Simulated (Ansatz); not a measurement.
Input file:

```yaml
crystal:
  periodic: [false, false, false]
  atoms:
    - {symbol: O, position_ang: [0.000000, 0.000000, 0.000000]}
    - {symbol: P, position_ang: [0.000000, 0.000000, 3.720000]}
basis:
  gaussian: {orbitals: 6-31G}
magnetization: {spin_polarized: true, initial_magnetization: 3}
hamiltonian: {xc: {name: r2SCAN}}
```

```sh
$ ansatz run in.yaml --threads 1 --pin off --events-out ev --progress --plain --max-ram 2393MiB
```

The program prints:

```
216 factors; integrals over basis functions are off by at most 2.0e-4 eV
mean field evaluation 1: about -11315.9729 eV, gradient 3.1e1 eV
mean field evaluation 2: about -11038.5532 eV, gradient 1.3e2 eV
mean field evaluation 4: about -11318.2523 eV, gradient 2.2e1 eV
mean field evaluation 8: about -11318.2551 eV, gradient 2.2e1 eV
mean field evaluation 16: about -11325.5236 eV, gradient 2.1e-5 eV
mean field evaluation 32: about -11325.6815 eV, gradient 1.2e-2 eV
mean field evaluation 64: about -11325.0902 eV, gradient 2.4e0 eV
mean field evaluation 96: about -11325.5820 eV, gradient 3.5e-6 eV
mean field evaluation 128: about -11324.7572 eV, gradient 5.9e0 eV
mean field evaluation 160: about -11325.4248 eV, gradient 7.9e-2 eV
mean field evaluation 192: about -11325.4655 eV, gradient 2.4e-3 eV
mean field -11325.68149264 eV, -416.2111180320 hartree, gradient 6.5e-7 eV, S^2 4.669506; 16 other end points of the search recorded, 0 dependent functions left out
reference -11325.68150040 eV, -416.2111183171 hartree; 13, 10 occupied and 9, 12 virtual orbitals, 216 factors
Total energy: -11325.68150040 eV, -416.2111183171 hartree
```

Ran on 1 thread of Arm Neoverse V1, shared host: 17 s wall, 0.09 GiB peak host memory.
